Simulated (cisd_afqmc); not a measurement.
Input (AFQMC/CISD/aug-cc-pVDZ; cisd_afqmc is a phaseless AFQMC code with CISD trial states that reads the integrals written by Ansatz):

Ansatz 0.2 input:
```python
import cisd_afqmc

open("ham.yaml", "w").write("""\
crystal:
  periodic: [false, false, false]
  atoms:
    - {symbol: N, position_ang: [-0.64293399, -0.08456310, 0.00000000]}
    - {symbol: N, position_ang: [0.47987701, -0.08456310, 0.00000000]}
    - {symbol: H, position_ang: [1.14139887, 1.18388341, 0.00000000]}
basis:
  gaussian:
    orbitals: aug-cc-pVDZ
magnetization: {spin_polarized: true, initial_magnetization: 1}
correlation: {method: ccsd, electrons: outside_noble_gas, hamiltonian_folder: ham}
""")
rep = cisd_afqmc.ansatz("ham.yaml")
e_ccsd = rep["correlation"]["coupled_cluster"]["energy"]["hartree"]
out = cisd_afqmc.run("ham", e_ccsd, trial="CISD", walkers=100, populations=8, threads=8, dt=0.005, steps=40, early=24, settle=10, least=32,
    cut=5e-5, rank_cut=2e-4, target=0.0004, seconds=1500, seed=1, memory=17280, gpu=False)
```

Output:

```
orbitals 53, occupied [6, 5], factors 297 of 545, rank of the doubles 243 of 522
E(HF) = -109.424587
E(CCSD) on the cut factors = -109.755381, shift to the whole factors -0.000009
Energy of the trial state on the determinant = -109.755394
  tau behind 7.2 of longer steps, mean of the populations' last blocks
   2.0  -109.76937
   4.0  -109.77098
   6.0  -109.77205
   8.0  -109.76989
  10.0  -109.76944
  12.0  -109.77086
  14.0  -109.76967
  16.0  -109.77203
  18.0  -109.77233
  20.0  -109.77236
  22.0  -109.77255
  24.0  -109.77137
blocks 915 (1 outliers left out), error by blocks joined: 1: 0.00024, 2: 0.00028, 4: 0.00034, 8: 0.00039, 16: 0.00040
E(AFQMC/CISD) = -109.77115 +/- 0.00040
```

The determinant is spin-contaminated: <S^2> is 0.90, 0.15 over the pure value.
